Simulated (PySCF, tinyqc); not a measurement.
Inside a calculation. Method: RHF in the sto-6g basis, for BH, spin multiplicity 1. This run ends on a higher stationary point, not on the lowest solution. The lowest restricted solution is unstable here: a spin-polarised one lies 0.0093 hartree lower (PySCF). One step of it, computed by the program tinyqc.

Task: Iteration 2: building the Fock matrix. J_ij = sum D_kl (ij|kl), K_ij = sum D_kl (ik|jl); F = H + J - 0.5 K; E = tr D H + tr D J / 2 - 0.25 tr D K + E_nn.

D after iteration 1, lower triangle:
```
            1B 1s     1B 2s     1B 2px    1B 2py    1B 2pz     2H 1s
1B 1s    2.022473
1B 2s   -0.093128  0.412490
1B 2px   0.000000  0.000000   0.028357
1B 2py   0.000000  0.000000  -0.236452  1.971643
1B 2pz  -0.110794  0.309025   0.000000  0.000000  0.232353
2H 1s   -0.188342  0.528967   0.000000  0.000000  0.397699  0.680708
```

core Hamiltonian H = T + V (hartree), lower triangle:
```
             1B 1s      1B 2s     1B 2px     1B 2py     1B 2pz      2H 1s
1B 1s   -12.820314
1B 2s    -3.177625  -3.745823
1B 2px    0.000000   0.000000  -2.966016
1B 2py    0.000000   0.000000   0.000000  -2.966016
1B 2pz   -0.013955  -0.125771   0.000000   0.000000  -3.053339
2H 1s    -0.511478  -1.250152   0.000000   0.000000  -1.225590  -2.339207
```

Two-electron integrals (ij|kl) in chemists' order, unique and non-zero (hartree):
```
(11|11) 2.924993   (21|11) 0.480756   (21|21) 0.099484   (22|11) 0.743449
(22|21) 0.188967   (22|22) 0.544922   (31|31) 0.021096   (32|31) 0.030854
(32|32) 0.120443   (33|11) 0.743450   (33|21) 0.188967   (33|22) 0.544922
(33|33) 0.587109   (41|41) 0.021096   (42|41) 0.030854   (42|42) 0.120443
(43|43) 0.031641   (44|11) 0.743450   (44|21) 0.188967   (44|22) 0.544922
(44|33) 0.523827   (44|44) 0.587109   (51|51) 0.021096   (52|51) 0.030854
(52|52) 0.120443   (53|53) 0.031641   (54|54) 0.031641   (55|11) 0.743450
(55|21) 0.188967   (55|22) 0.544922   (55|33) 0.523827   (55|44) 0.523827
(55|55) 0.587109   (61|11) 0.079115   (61|21) 0.015872   (61|22) 0.029938
(61|33) 0.029776   (61|44) 0.029776   (61|51) 0.001248   (61|52) 0.002395
(61|55) 0.030263   (61|61) 0.002627   (62|11) 0.204561   (62|21) 0.052976
(62|22) 0.169925   (62|33) 0.164965   (62|44) 0.164965   (62|51) 0.006186
(62|52) 0.037547   (62|55) 0.179845   (62|61) 0.009001   (62|62) 0.076167
(63|31) 0.005318   (63|32) 0.024709   (63|53) 0.006874   (63|63) 0.007917
(64|41) 0.005318   (64|42) 0.024709   (64|54) 0.006874   (64|64) 0.007917
(65|11) 0.199511   (65|21) 0.052359   (65|22) 0.176639   (65|33) 0.167463
(65|44) 0.167463   (65|51) 0.010480   (65|52) 0.059889   (65|55) 0.194990
(65|61) 0.009316   (65|62) 0.092374   (65|65) 0.117642   (66|11) 0.373378
(66|21) 0.098671   (66|22) 0.358018   (66|33) 0.337547   (66|44) 0.337547
(66|51) 0.013156   (66|52) 0.107393   (66|55) 0.398961   (66|61) 0.017095
(66|62) 0.211173   (66|65) 0.277349   (66|66) 0.774999
```

nuclear repulsion = 1.87918044 hartree

Give: Coulomb J; exchange K; Fock matrix F; total energy of this density.

Result:

Coulomb J (hartree), lower triangle:
```
         1B 1s   1B 2s   1B 2px  1B 2py  1B 2pz   2H 1s
1B 1s   8.3919
1B 2s   1.6125  3.4623
1B 2px  0.0000  0.0000   3.3906
1B 2py  0.0000  0.0000  -0.0150  3.5136
1B 2pz  0.0378  0.2272   0.0000  0.0000  3.4828
2H 1s   0.2648  1.1619   0.0000  0.0000  1.2581  2.6808
```

exchange K (hartree), lower triangle:
```
          1B 1s   1B 2s   1B 2px  1B 2py  1B 2pz   2H 1s
1B 1s    5.9041
1B 2s    1.0525  0.9012
1B 2px   0.0000  0.0000   0.2080
1B 2py   0.0000  0.0000  -0.1313  1.2874
1B 2pz  -0.0031  0.4418   0.0000  0.0000  0.5809
2H 1s    0.1770  0.6505   0.0000  0.0000  0.6415  1.0984
```

Fock matrix F (hartree), lower triangle:
```
          1B 1s    1B 2s  1B 2px   1B 2py   1B 2pz    2H 1s
1B 1s   -7.3804
1B 2s   -2.0914  -0.7341
1B 2px   0.0000   0.0000  0.3206
1B 2py   0.0000   0.0000  0.0507  -0.0961
1B 2pz   0.0253  -0.1195  0.0000   0.0000   0.1390
2H 1s   -0.3352  -0.4135  0.0000   0.0000  -0.2882  -0.2076
```

total energy of this density = -24.655039 hartree
